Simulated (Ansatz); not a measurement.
**CH4Si (SMILES C[SiH]) at HF/def2-TZVP**

Aim: the energy change on altering one bond length of CH4Si at HF/def2-TZVP, from 2 runs. 

The results are computed with Ansatz 0.2.0.

44 further runs of the same task are left out: 44 set aside as unsound or not needed.

## Step 1: The structure to begin with

The species is CH4Si (6 atoms), meant as a singlet with charge 0. SMILES: `C[SiH]`. Geometry: relaxed at PBE0-D4/def2-TZVP.

Bond lengths: C1–Si2 1.892 Å, C1–H3 1.098 Å, C1–H4 1.091 Å, C1–H5 1.098 Å, Si2–H6 1.531 Å. Angles: C1–Si2–H6 94.2°, Si2–C1–H3 109.7°, Si2–C1–H4 113.8°, Si2–C1–H5 109.5°, H3–C1–H4 109.0°, H3–C1–H5 105.5°, H4–C1–H5 109.0°.

## Step 2: A single-point energy at HF/def2-TZVP

Contents of input.yaml:

```yaml
crystal:
  periodic: [false, false, false]
  atoms:
    - {symbol: C, position_ang: [-0.093500, -0.366000, -0.370300]}
    - {symbol: Si, position_ang: [0.917300, 0.209800, 1.122300]}
    - {symbol: H, position_ang: [-1.156900, -0.410100, -0.102200]}
    - {symbol: H, position_ang: [0.215000, -1.335600, -0.763000]}
    - {symbol: H, position_ang: [-0.024000, 0.382000, -1.170800]}
    - {symbol: H, position_ang: [0.142200, 1.520000, 1.284000]}
basis:
  gaussian: {orbitals: def2-TZVP}
total_charge: 0
magnetization: {spin_polarized: false}
hamiltonian: {xc: hf}
accuracy: high
output: {orbitals: {seedname: orbitals}}
```

Run with:

```
$ ansatz run input.yaml --threads 1 --pin off --max-ram 3480MiB --events-out events.jsonl --progress --plain --runs-dir runs
```

Standard output:

```text
Warning: RAYON_NUM_THREADS=1 ignored (pool sized by the plan → 1); use --threads N
Functional definition: HF
  name "HF"
  exchange = exact_x
  correlation = 0
1657 factors; integrals over basis functions are off by at most 3.7e-9 eV
mean field evaluation 1: about -8953.0522 eV, gradient 2.6e1 eV
mean field evaluation 2: about -8953.0559 eV, gradient 2.6e1 eV
mean field evaluation 4: about -8954.8932 eV, gradient 2.3e0 eV
mean field evaluation 8: about -8954.9242 eV, gradient 7.2e-2 eV
mean field evaluation 16: about -8954.9242 eV, gradient 1.4e-8 eV
mean field -8954.92420106 eV, -329.0873945234 hartree, gradient 1.4e-8 eV, S^2 0.000000; 0 other end points of the search recorded, 0 dependent functions left out
reference -8954.92420106 eV, -329.0873945234 hartree; 12, 12 occupied and 80, 80 virtual orbitals, 1657 factors
Total energy: -8954.92420106 eV, -329.0873945234 hartree
```

Wall time 1.9 s (1 thread of Arm Neoverse V2, shared host); peak memory 0.19 GiB.

## Step 3: The distorted shape at the same level

Contents of run.yaml:

```yaml
crystal:
  periodic: [false, false, false]
  atoms:
    - symbol: C
      position_ang: [1.182545, -0.313081, -0.692011]
    - symbol: Si
      position_ang: [2.193345, 0.262719, 0.800589]
    - symbol: H
      position_ang: [-1.156900, -0.410100, -0.102200]
    - symbol: H
      position_ang: [1.491045, -1.282681, -1.084711]
    - symbol: H
      position_ang: [1.252045, 0.434919, -1.492511]
    - symbol: H
      position_ang: [1.418245, 1.572919, 0.962289]
basis:
  gaussian:
    orbitals: def2-TZVP
hamiltonian:
  xc: hf
accuracy: high
output:
  orbitals: {seedname: orbitals}
```

Run with:

```
$ ansatz run run.yaml --threads 1 --pin off --max-ram 3480MiB --events-out events.jsonl --progress --plain --runs-dir runs
```

Standard output:

```text
Warning: RAYON_NUM_THREADS=1 ignored (pool sized by the plan → 1); use --threads N
[... 4 set-up lines as earlier in the session ...]
1662 factors; integrals over basis functions are off by at most 3.6e-9 eV
mean field evaluation 1: about -8946.7557 eV, gradient 2.6e1 eV
mean field evaluation 2: about -8946.7601 eV, gradient 2.6e1 eV
mean field evaluation 4: about -8949.5334 eV, gradient 3.2e0 eV
mean field evaluation 8: about -8949.6481 eV, gradient 1.4e-1 eV
mean field evaluation 16: about -8949.6485 eV, gradient 9.1e-8 eV
mean field -8949.64851273 eV, -328.8935165533 hartree, gradient 9.1e-8 eV, S^2 0.000000; 0 other end points of the search recorded, 0 dependent functions left out
reference -8949.64851273 eV, -328.8935165533 hartree; 12, 12 occupied and 80, 80 virtual orbitals, 1662 factors
Total energy: -8949.64851273 eV, -328.8935165533 hartree
```

It took 2.1 s on 1 thread of Arm Neoverse V2, shared host; peak memory 0.18 GiB.

## Step 4: Outcome

Level: HF/def2-TZVP.

| quantity | value |
| --- | --- |
| first shape: total energy | -329.08739 Eh |
| first shape: HOMO energy | -8.66 eV |
| first shape: LUMO energy | 0.68 eV |
| first shape: HOMO–LUMO gap | 9.34 eV |
| distorted shape: total energy | -328.89352 Eh |
| distorted shape: HOMO energy | -8.52 eV |
| distorted shape: LUMO energy | -0.82 eV |
| distorted shape: HOMO–LUMO gap | 7.70 eV |
| energy change with the C1–H3 bond stretched from 1.098 to 2.415 Å | 5.276 eV |

In words: One bond (distorted shape) is far stretched, which a spin-restricted single reference describes badly; a broken-symmetry solution may lie lower. With the C1–H3 bond stretched from 1.098 to 2.415 Å the energy rises by 5.28 eV (509 kJ/mol). The first shape isn't relaxed at this level, so the change isn't measured from a minimum. A restricted reference can't describe the breaking bond well at this length.
